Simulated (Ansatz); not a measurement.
**Down a group: atomization energies of HOGe, HSeGe**

Ansatz 0.2.0, basis cc-pVDZ; geometries are PBE0/def2-TZVP minima. Wave-function levels freeze the cores with the filled d shells of p-block atoms; HF, MP2 and coupled cluster are restricted for singlets and unrestricted otherwise, atoms included (their steps beyond CCSDT(Q) come from restricted open-shell runs), restricted open-shell where a d shell is frozen. The reference is CCSDTQ (coupled cluster only where its series has nearly closed). An error is the level's value less the reference. None of these values is a measured one. Energies are electronic, without zero-point terms. No spin–orbit coupling and no scalar relativity. The set is small: it underbinds, by tens of kJ/mol for each bond, so near ties and functionals' places can change in larger sets. The species are chosen: bound, without strong static correlation by their natural occupations or amplitudes, in their lowest spin state as far as vertical gaps and like structures tell, and with a ladder that closes on the reference, so errors are smaller than for species at large; levels whose determinant breaks symmetry or spin markedly are left out.

```json
{"species": "HOGe, doublet", "bonds (Å)": "O–Ge 1.786, O–H 0.962, angle at O 115°", "quantity": "atomization", "symmetry of the states": "A'", "reference": "CCSDTQ", "value (kJ/mol)": "763.9", "error CCSD": "-16.9", "error CCSD(T)": "-2.3", "error CCSDT": "-1.8", "error CCSDT(Q)": "0.0"}
{"species": "HSeGe, doublet", "bonds (Å)": "Ge–Se 2.336, Se–H 1.476, angle at Se 98°", "quantity": "atomization", "symmetry of the states": "A'", "reference": "CCSDTQ", "value (kJ/mol)": "561.5", "error CCSD": "-15.9", "error CCSD(T)": "-2.4", "error CCSDT": "-1.0", "error CCSDT(Q)": "0.0"}
```

The reference falls from O to Se, by 202.4 kJ/mol in all.
